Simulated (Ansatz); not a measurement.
C3H3F2N can be A, `FCC1(F)C=N1`, or B, `N=C1[C@@H](F)[C@@H]1F`.

Gas-phase electronic energies from Ansatz, PBE0-D4/def2-TZVP geometries. CCSD(T)/CBS is the MP2 limit (def2-TZVPP, def2-QZVPP) plus CCSD(T) − MP2 in def2-TZVPP, frozen cores. Functionals use def2-TZVPP. B3LYP here is the variant with VWN-RPA as its local correlation; programs differ in this. One conformer a species, not always the lowest.

A:

```xyz
9

F     1.7677   -0.8095   -0.5927
C     0.8839    0.2482   -0.6379
C    -0.4520   -0.1601   -0.1166
F    -1.1085   -0.9720   -0.9936
C    -0.8817   -0.1649    1.2393
N    -1.3049    0.8214    0.5823
H     1.2816    1.0625   -0.0288
H     0.7924    0.5723   -1.6784
H    -0.9784   -0.5979    2.2263
```

B:

Z-matrix (Å, degrees):
```
C
C 1 1.478
C 1 1.510 2 58.9
F 1 1.357 2 124.0 3 -108.2
H 1 1.090 2 114.8 3 105.8
N 2 1.250 1 152.8 3 179.4
F 3 1.356 1 119.9 2 114.4
H 3 1.090 1 115.8 2 -104.5
H 6 1.023 2 110.8 1 -6.7
```

Question: Which isomer does CCSD(T)/CBS put lower? Give the gap. (Best estimate.)

Answer: The calculation gave: A, by 11.5 kcal/mol.

Question: Give E(B) − E(A) in kcal/mol with MP2/def2-TZVPP, CCSD(T)/def2-TZVPP, CCSD/def2-TZVPP, B3LYP-D4, ωB97M-V, PBE-D4, HF/def2-TZVPP. (An estimate is asked.)

Answer: The calculation gave: MP2/def2-TZVPP 12.9, CCSD(T)/def2-TZVPP 11.2, CCSD/def2-TZVPP 11.1, B3LYP-D4 8.5, ωB97M-V 10.3, PBE-D4 7.2, HF/def2-TZVPP 11.7. None reverses the order clearly.

Largest T1 diagnostic: 0.012.

From PBE to PBE0 (25 % exact exchange), in def2-TZVPP and without D4, E(B) − E(A) moves by +1.1 kcal/mol.
